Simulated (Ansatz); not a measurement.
`N/C(F)=N/CF` and `F/C=N\CF` differ in one atom or group.

Ansatz, PBE0-D4/def2-TZVP geometries, multiplicity 1. Each molecule was computed in one conformer, which needn't be the lowest.

```csv
property,`N/C(F)=N/CF`
size of the dipole moment (B3LYP/def2-TZVPP) / D,3.48
LUMO energy (B3LYP/def2-TZVPP) / eV,0.32
HOMO energy (PBE0/def2-TZVPP) / eV,-7.51
LUMO energy (PBE0/def2-TZVPP) / eV,0.67
HOMO energy (ωB97M-V/def2-TZVPP) / eV,-9.78
size of the dipole moment (ωB97M-V/def2-TZVPP) / D,3.47
```

**Question.** What does the change do to each property? (An estimate is asked.)

**Answer.** Computed: 
```
                                          property  `F/C=N\CF`  shift
  size of the dipole moment (B3LYP/def2-TZVPP) / D        1.57  -1.91
               LUMO energy (B3LYP/def2-TZVPP) / eV       -0.55  -0.87
                HOMO energy (PBE0/def2-TZVPP) / eV       -8.79  -1.28
                LUMO energy (PBE0/def2-TZVPP) / eV       -0.24  -0.91
             HOMO energy (ωB97M-V/def2-TZVPP) / eV      -11.14  -1.36
size of the dipole moment (ωB97M-V/def2-TZVPP) / D        1.55  -1.92
```

With PBE0 the HOMO falls by 1.28 eV and the LUMO falls by 0.91 eV, so the gap widens by about 0.37 eV. PBE moves the HOMO by -1.03 eV and ωB97M-V by -1.36 eV. The zero-point energy changes by -45.1 kJ/mol with -6 modes. Dipoles are sizes alone; their direction can turn.

Positive LUMOs are unbound, so they and the gaps depend on the basis.

B3LYP here is the variant with VWN-RPA as its local correlation; programs differ in this.
